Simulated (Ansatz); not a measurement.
```yaml
crystal:
  periodic: [false, false, false]
  atoms:
    - {symbol: Ge, position_ang: [0.000000, 0.000000, -1.652127]}
    - {symbol: N, position_ang: [0.000000, 0.000000, 0.040947]}
    - {symbol: P, position_ang: [0.000000, 0.000000, 1.611180]}
basis:
  gaussian: {orbitals: def2-TZVP}
hamiltonian: {xc: pbe0}
relax: {f_tol: 0.004, max_steps: 80}
```

```sh
$ ansatz run in.yaml --threads 1 --pin off --events-out ev --progress --plain --max-ram 2176MiB
```

Steps of the relaxation (energy above the last step; positions in Å, forces in eV/Å):

```
3
step 1, 58.6 meV
Ge    0.000    0.000   -1.652    0.000    0.000   -1.812
N     0.000    0.000    0.041    0.000    0.000    2.223
P     0.000    0.000    1.611    0.000    0.000   -0.410
```

```
3
step 2, 18.6 meV
Ge    0.000    0.000   -1.670    0.000    0.000   -0.890
N     0.000    0.000    0.052    0.000    0.000    1.314
P     0.000    0.000    1.618    0.000    0.000   -0.425
```

```
3
step 3, 0.3 meV
Ge    0.000    0.000   -1.686    0.000    0.000   -0.097
N     0.000    0.000    0.067    0.000    0.000    0.153
P     0.000    0.000    1.619    0.000    0.000   -0.056
```

```
3
step 4, 0.0 meV
Ge    0.000    0.000   -1.688    0.000    0.000   -0.006
N     0.000    0.000    0.069    0.000    0.000    0.001
P     0.000    0.000    1.619    0.000    0.000    0.004
```

```
3
step 5, 0.0 meV
Ge    0.000    0.000   -1.688    0.000    0.000    0.000
N     0.000    0.000    0.069    0.000    0.000    0.000
P     0.000    0.000    1.620    0.000    0.000    0.000
```

Close pairs at the end: N2–P3 1.551 Å, Ge1–N2 1.757 Å.

A stationary point of restricted PBE0 after 5 steps (its stability towards spin polarisation wasn't tested); no frequencies were run, so it isn't proven a minimum. 13 s on 1 thread of Intel Xeon 6975P-C, shared host.
